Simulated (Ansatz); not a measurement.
# BNH2Cl (SMILES N[B]Cl) at 6 levels

Aim: a comparison of 6 runs (UHF/STO-3G, U-r2SCAN0/STO-3G, U-wB97X/STO-3G, UBLYP/STO-3G, UPBE0/STO-3G, UCCSDT/STO-3G) of BNH2Cl. 

Program for the calculation: Ansatz 0.2.0.

76 further runs of the same task are left out: 76 set aside as unsound or not needed.

## (1) The system as given

BNH2Cl has 5 atoms, charge 0, and is taken as a doublet. SMILES: `N[B]Cl`. The H5–N1 distance was set to 1.516 Å, away from the relaxed value. At this shape a bond of the SMILES string is far longer than usual.

Bond lengths: N1–B2 1.376 Å, B2–Cl3 1.746 Å, N1–H4 1.005 Å. Angles: N1–B2–Cl3 124.3°, B2–N1–H4 122.3°. A long bond or contact: N1–H5 1.516 Å.

## (2) The energy at UHF/STO-3G (run 1)

The input, in.yaml:

```yaml
crystal:
  periodic: [false, false, false]
  atoms:
    - {symbol: "N", position_ang: [-0.658922, 0.305593, 0.115275]}
    - {symbol: B, position_ang: [-0.423322, -0.651107, 1.076375]}
    - {symbol: Cl, position_ang: [1.018278, -1.632707, 1.156575]}
    - {symbol: H, position_ang: [-1.501622, 0.853393, 0.098875]}
    - {symbol: H, position_ang: [0.315800, 0.625100, -1.000600]}
basis:
  gaussian: {orbitals: STO-3G}
magnetization: {spin_polarized: true, initial_magnetization: 1}
hamiltonian: {xc: hf}
accuracy: high
```

Launch:

```console
$ ansatz run in.yaml --threads 1 --pin off --max-ram 2610MiB --events-out events.jsonl --progress --plain --runs-dir runs
```

Standard output:

```text
Warning: RAYON_NUM_THREADS=1 ignored (pool sized by the plan → 1); use --threads N
Functional definition: HF
  name "HF"
  exchange = exact_x
  correlation = 0
370 factors; integrals over basis functions are off by at most 3.2e-8 eV
mean field evaluation 1: about -14521.5548 eV, gradient 1.4e1 eV
mean field evaluation 2: about -14521.6297 eV, gradient 1.4e1 eV
mean field evaluation 4: about -14523.8555 eV, gradient 3.1e0 eV
mean field evaluation 8: about -14524.2494 eV, gradient 3.2e-1 eV
mean field evaluation 16: about -14524.2506 eV, gradient 7.6e-9 eV
mean field -14524.25059199 eV, -533.7563643649 hartree, gradient 6.1e-8 eV, S^2 1.013350; 0 other end points of the search recorded, 0 dependent functions left out
reference -14524.25059199 eV, -533.7563643649 hartree; 16, 15 occupied and 5, 6 virtual orbitals, 370 factors
Total energy: -14524.25059199 eV, -533.7563643649 hartree
```

Run time: 0.18 s. Hardware: 1 thread of Arm Neoverse V1, shared host.

## (3) A single-point energy at U-r2SCAN0/STO-3G (run 2)

The input, run.yaml:

```yaml
crystal:
  periodic: [false, false, false]
  atoms:
    - {symbol: N, position_ang: [-0.658922, 0.305593, 0.115275]}
    - {symbol: B, position_ang: [-0.423322, -0.651107, 1.076375]}
    - {symbol: Cl, position_ang: [1.018278, -1.632707, 1.156575]}
    - {symbol: H, position_ang: [-1.501622, 0.853393, 0.098875]}
    - {symbol: H, position_ang: [0.315800, 0.625100, -1.000600]}
basis:
  gaussian: {orbitals: STO-3G}
magnetization: {spin_polarized: true, initial_magnetization: 1}
hamiltonian: {xc: {name: r2SCAN0}}
accuracy: high
```

Launch:

```console
$ ansatz run run.yaml --threads 1 --pin off --max-ram 2610MiB --events-out events.jsonl --progress --plain --runs-dir runs
```

Standard output:

```text
Warning: RAYON_NUM_THREADS=1 ignored (pool sized by the plan → 1); use --threads N
Functional definition: r2SCAN0
  name "r2SCAN0"
  parameter a = 0.25
  parameter k0 = 0.174
  parameter k1 = 0.065
  parameter a1 = 4.9479
  exchange = (1 - a)*r2scan_x(k0 = k0, k1 = k1, a1 = a1) + a*exact_x
  correlation = r2scan_c
370 factors; integrals over basis functions are off by at most 3.2e-8 eV
mean field evaluation 1: about -14552.0586 eV, gradient 1.2e1 eV
mean field evaluation 2: about -14551.4451 eV, gradient 1.8e1 eV
mean field evaluation 4: about -14553.2384 eV, gradient 1.1e0 eV
mean field evaluation 8: about -14553.2319 eV, gradient 1.1e-1 eV
mean field evaluation 16: about -14553.2328 eV, gradient 1.5e-5 eV
mean field -14553.23276044 eV, -534.8214394105 hartree, gradient 4.7e-8 eV, S^2 0.811565; 0 other end points of the search recorded, 0 dependent functions left out
reference -14553.23276104 eV, -534.8214394327 hartree; 16, 15 occupied and 5, 6 virtual orbitals, 370 factors
Total energy: -14553.23276104 eV, -534.8214394327 hartree
```

Run time: 5.1 s. Hardware: 1 thread of Arm Neoverse V1, shared host; peak memory 0.23 GiB.

## (4) A single-point energy at U-wB97X/STO-3G (run 3)

Changes to run.yaml since step 3:

```diff
@@ -11,3 +11,3 @@
 magnetization: {spin_polarized: true, initial_magnetization: 1}
-hamiltonian: {xc: {name: r2SCAN0}}
+hamiltonian: {xc: {name: wB97X}}
 accuracy: high
```

Launch:

```console
$ ansatz run run.yaml --threads 1 --pin off --max-ram 2610MiB --events-out events.jsonl --progress --plain --runs-dir runs
```

Standard output, cut to the lines that bear on the results:

```text
Warning: RAYON_NUM_THREADS=1 ignored (pool sized by the plan → 1); use --threads N
Functional definition: wB97X
  name "wB97X"
[...]
      + exact_x_lr(omega)
[...]
      + integral(e_c_pw_opposite_spin*poly(b97_u_opposite, 1, cos1, cos2, cos3, cos4))
370 factors; integrals over basis functions are off by at most 3.2e-8 eV
155 factors; integrals over basis functions are off by at most 9.3e-10 eV
[...]
mean field -14553.93425960 eV, -534.8472190292 hartree, gradient 9.4e-8 eV, S^2 0.780435; 0 other end points of the search recorded, 0 dependent functions left out
reference -14553.93425826 eV, -534.8472189800 hartree; 16, 15 occupied and 5, 6 virtual orbitals, 370 factors
Total energy: -14553.93425826 eV, -534.8472189800 hartree
```

It took 9.3 s on 1 thread of Arm Neoverse V1, shared host; peak memory 0.39 GiB.

Runs 4 to 5 aren't shown in full; the table further down has their settings and results.

## (5) The energy at UCCSDT/STO-3G (run 6)

The input, input.yaml:

```yaml
crystal:
  periodic: [false, false, false]
  atoms:
    - {symbol: N, position_ang: [-0.658922, 0.305593, 0.115275]}
    - {symbol: B, position_ang: [-0.423322, -0.651107, 1.076375]}
    - {symbol: Cl, position_ang: [1.018278, -1.632707, 1.156575]}
    - {symbol: H, position_ang: [-1.501622, 0.853393, 0.098875]}
    - {symbol: H, position_ang: [0.315800, 0.625100, -1.000600]}
basis:
  gaussian: {orbitals: STO-3G}
magnetization: {spin_polarized: true, initial_magnetization: 1}
correlation: {method: ccsdt, frozen_orbitals: {B: 1, Cl: 5, H: 0, "N": 1}}
accuracy: high
scf: {omitted_lower_state_checks: [cluster_reference, increment]}
```

Launch:

```console
$ ansatz run input.yaml --threads 1 --pin off --max-ram 2610MiB --events-out events.jsonl --progress --plain --runs-dir runs
```

Standard output:

```text
Warning: RAYON_NUM_THREADS=1 ignored (pool sized by the plan → 1); use --threads N
[... 12 lines left out ...]
7 core orbitals not correlated: weight in the atoms' cores, before any rotation towards them, 1.000 or more for the frozen orbitals, at most 0.000 for the correlated occupied ones
[... 37 lines left out ...]
Total energy: -14528.05222695 eV, -533.8960718728 hartree
Checks for a lower state left out: cluster_reference, increment
```

Run time: 1.6 s. Hardware: 1 thread of Arm Neoverse V1, shared host.

## (6) The series

```
run             level  frozen core orbitals  energy (Eh)   ⟨S²⟩  wall time
  1        UHF/STO-3G                     –  -533.756364  1.013     0.18 s
  2  U-r2SCAN0/STO-3G                     –  -534.821439  0.812      5.1 s
  3    U-wB97X/STO-3G                     –  -534.847219  0.780      9.3 s
  4      UBLYP/STO-3G                     –  -534.776492  0.768      1.9 s
  5      UPBE0/STO-3G                     –  -534.635753  0.784        2 s
  6     UCCSDT/STO-3G                     7  -533.896072  1.013      1.6 s
```

## (7) Summary of results

```
                                          quantity          value
                               run 6: total energy  -533.89607 Eh
run 6: correlation energy (7 core orbitals frozen)     -139.7 mEh
          run 6: ⟨S²⟩ of the reference determinant          1.013
                              run 6: T1 diagnostic          0.040
```

**Reading.** Totals of different functionals can't be ranked against each other. In runs 1, 2, 3, 4, 5, 6 the basis is minimal, so the values are rough. Spin contamination of the reference: run 1 ⟨S²⟩ = 1.01, run 6 ⟨S²⟩ = 1.01. All runs together took 20 s, the longest 9.3 s.
